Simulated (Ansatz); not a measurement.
Basis-set extrapolation for C₃H₇ClO, SMILES `CCC(O)Cl` (PBE0-D4/def2-TZVP geometry, frozen core, Ansatz). Multiplicity 1, RHF reference.

```json
{"": "HF", "def2-TZVPP": "-652.135652", "def2-QZVPP": "-652.157466"}
{"": "MP2 correlation", "def2-TZVPP": "-0.955462", "def2-QZVPP": "-1.028167"}
{"": "CCSD(T) correlation", "def2-TZVPP": "-1.043036", "def2-QZVPP": "not run"}
```

Energies in hartree. Use E(X) = E(∞) + A·exp(−7.88·√X) for Hartree–Fock and E(X) = E(∞) + B·X^(−2.97) for correlation, with X = 3 and 4, and add CCSD(T) minus MP2 of the smaller set to the MP2 limit.

Task: What is the CCSD(T) energy at the basis-set limit?

Result: HF limit: -652.157466 + (-0.021814) × 0.13774 = -652.16047. MP2 limit: -1.028167 + (-0.072705) × 0.74074 = -1.08202. Higher-order term: -1.043036 − (-0.955462) = -0.08757. Total: -653.33006 hartree, 397.4 kJ/mol below CCSD(T)/def2-TZVPP.
